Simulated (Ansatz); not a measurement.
Zone-centre TO phonon frequency of some III–V compounds, all zinc-blende

Method: r²SCAN in Ansatz (plane waves, PAW). References are measured values at room or unstated temperature, uncorrected unless marked, so that the deviations hold thermal and zero-point effects besides the level's error.

Values in cm⁻¹.

```
solid             reference  r²SCAN  deviation (%)
----------------  ---------  ------  -------------
zinc-blende BP          794     818           +3.0
zinc-blende GaSb        224     223           -0.4
zinc-blende InP         307     296           -3.6
zinc-blende InAs        217     210           -3.2
zinc-blende GaAs        271     265           -2.2
zinc-blende GaP         366     360           -1.6
cubic BN               1055    1044           -1.0
```

Over these 7 solids the mean deviation is -1.3 %, the mean absolute deviation 2.2 % (median 2.2 %), and the worst case zinc-blende InP at -3.6 %; the value is below the reference in 6 of 7 cases.

Spin–orbit coupling is left out, also for the solids with elements from indium on (zinc-blende GaSb, zinc-blende InP, zinc-blende InAs); its size isn't shown.

Differences are worked out from the printed values.

Each level is taken at its own relaxed cell. Ansatz's density-functional and Hartree–Fock values are scalar-relativistic unless marked +SOC, with PAW data made under PBE.

Not in this set, of the III–V compounds with a reference value in our tables and a result at some level: 2 for no value at r²SCAN (not run, a failed fit, an unstable or unbound cell, or a value held back for tests). These can be a level's best or worst cases. At least 1 more with a reference value is held back for tests. Solids without a released value at any level aren't counted. Layered and molecular crystals are counted apart.

References as tabulated in Han and Bester (2011), arXiv:1107.0196; Solozhenko et al. (2014), arXiv:1505.05714; Giannozzi et al., Phys. Rev. B (1991); Ioffe Institute, NSM Archive: InP, mechanic properties page and others.

Ansatz is an electronic-structure program.
